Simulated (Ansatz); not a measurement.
**Relative stability**

Two relaxed structures of BNH3S, doublet (PBE0-D4/def2-TZVP; forces vanish, vibrations not checked).

A:

```xyz
6
angstrom
N -0.9180 -0.1241 -0.7208
B 0.3593 0.0105 -0.2152
S 0.9602 0.4137 1.4104
H -1.0958 -0.3609 -1.6815
H -1.7580 0.0027 -0.1741
H -0.2162 0.5643 2.0660
```

B:

```xyz
6
angstrom
N -0.9108 -0.0959 -0.6167
B 0.3650 -0.3298 -0.1107
S 0.8906 -0.0850 1.5774
H -1.1355 -0.2569 -1.5823
H 1.2337 -0.7356 -0.8354
H -1.6819 0.2424 -0.0681
```

Ansatz 0.2.0; basis: def2-TZVPP; cores frozen in the correlated methods; orbitals are unrestricted. B3LYP uses VWN-RPA correlation.

Task: Which structure is lower at CCSD(T), and by how much? (Judge from chemistry; the value comes from the calculation.)

Result: By the calculation: B, by 19.55 kcal/mol (electronic energy, against the other). By their contacts, A is BNH₃S ([NH2][B][SH]) and B is BNH₃S ([NH2][BH][S]).

All methods give the same order:

| method | E(B) − E(A) (kcal/mol) |
| --- | --- |
| PBE-D4 | -16.41 |
| r2SCAN-D4 | -16.23 |
| PBE0-D4 | -17.24 |
| B3LYP-D4 | -19.59 |
| wB97M-V | -20.04 |
| HF | -22.44 |
| MP2 | -17.73 |
| CCSD | -20.22 |
| CCSD(T) | -19.55 |

The T1 diagnostic stays at or below 0.015. ⟨S²⟩ of the unrestricted Hartree–Fock references: 0.76 (a pure state has 0.75).

Labels in which every atom is bracketed show which atoms are joined, not bond orders.

For scale, one of the runs: CCSD(T)/def2-TZVPP, 146 basis functions, launched by `ansatz run in.yaml --threads 2 --pin off --events-out ev --progress --plain --max-ram 4352MiB`. Hardware: 2 CPU threads of an Arm Neoverse V2, shared host. Wall time 35 s; peak host memory 2 GiB.
